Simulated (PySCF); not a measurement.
[1.1.1]propellane, C5H6.
SMILES with atom numbers: `[CH2:1]1[C:2]23[CH2:3][C:4]12[CH2:5]3`

Geometry (GFN2-xTB, Å), atoms numbered from 1 in this order:
```
atom  x, y, z in Å
C1    -0.895   -0.847    0.506
C2     0.301   -0.013    0.902
C3     1.123   -0.408   -0.301
C4    -0.299    0.014   -0.582
C5    -0.226    1.255    0.275
H6    -1.862   -0.561    0.901
H7    -0.761   -1.919    0.431
H8     1.371   -1.455   -0.420
H9     1.918    0.260   -0.610
H10   -1.155    1.658    0.659
H11    0.490    2.019   -0.002
```

NICS = −σ at a ghost point: NICS(0) at the centroid of the ring atoms, NICS(1) 1 Å to either side along the normal of their mean plane, zz for the tensor component along that normal. Level: GIAO PBE0/pcSseg-1 (PySCF, non-relativistic, gas phase) on the GFN2-xTB geometry, one conformer.

Ring bond lengths (Å), with Mayer bond orders in brackets: C1–C2 1.510 (0.98), C2–C4 1.601 (0.46), C4–C1 1.510 (0.98); C2–C3 1.510 (0.98), C3–C4 1.510 (0.98), C4–C2 1.601 (0.46); C2–C4 1.601 (0.46), C4–C5 1.510 (0.98), C5–C2 1.510 (0.98).

Question: Give the NICS values of each ring in ppm.

Answer: 
```
    ring                                            type  NICS(0)  NICS(1), two faces  NICS(1)zz, two faces  rms pucker (Å)  centre to ring atoms, mean (Å)
C1–C2–C4  3-membered carbocycle; formal bonds all single    -60.1       -14.3 / -14.3         -29.7 / -29.7            0.00                            0.89
C2–C3–C4  3-membered carbocycle; formal bonds all single    -60.1       -14.3 / -14.3         -29.7 / -29.7            0.00                            0.89
C2–C4–C5  3-membered carbocycle; formal bonds all single    -60.1       -14.3 / -14.3         -29.7 / -29.7            0.00                            0.89
```

Question: What do they say, and how far can they be read as aromaticity?

Answer: 
- C1–C2–C4: mean NICS(1)zz -29.7 ppm, shielded. C1, C2, C4 have four or more neighbours, and the NICS criterion for π rings isn't applied. NICS(0) lies 46 ppm below the mean NICS(1).
- C2–C3–C4: mean NICS(1)zz -29.7 ppm, shielded. C2, C3, C4 have four or more neighbours; no verdict on aromaticity is drawn. NICS(0) lies 46 ppm below the mean NICS(1).
- C2–C4–C5: mean NICS(1)zz -29.7 ppm, shielded. C2, C4, C5 have four or more neighbours, and the NICS criterion for π rings isn't applied. NICS(0) lies 46 ppm below the mean NICS(1).

Question: List the ring angles and the Hirshfeld charges of the ring atoms.

Answer: 
- C1–C2–C4: C1 64.0° (-0.064 e), C2 58.0° (-0.066 e), C4 58.0° (-0.066 e); sum 180.0° against 180° for a flat convex ring.
- C2–C3–C4: C2 58.0° (-0.066 e), C3 64.0° (-0.064 e), C4 58.0° (-0.066 e); sum 180.0° against 180° for a flat convex ring.
- C2–C4–C5: C2 58.0° (-0.066 e), C4 58.0° (-0.066 e), C5 64.0° (-0.064 e); sum 180.0° against 180° for a flat convex ring.

Question: How shielded are the nuclei of the rings and their hydrogens (means over atoms taken as equivalent)?

Answer: 
| atoms | environment | σ isotropic (ppm) | principal values of the symmetric part, first atom (ppm) |
| --- | --- | --- | --- |
| C1 (×3) | three-membered-ring carbon | 107.1 | 53.2, 127.8, 140.4 |
| C2 (×2) | sp3 carbon at a ring junction | 186.0 | 154.6, 201.6, 201.7 |
| H6 (×6) | methylene hydrogen | 29.66 | 24.5, 25.2, 39.2 |

Hardware: Arm Neoverse V2, one thread, on a shared host. Cost: 6.2 s of wall time. This is the whole shielding run at PBE0/pcSseg-1, SCF included.
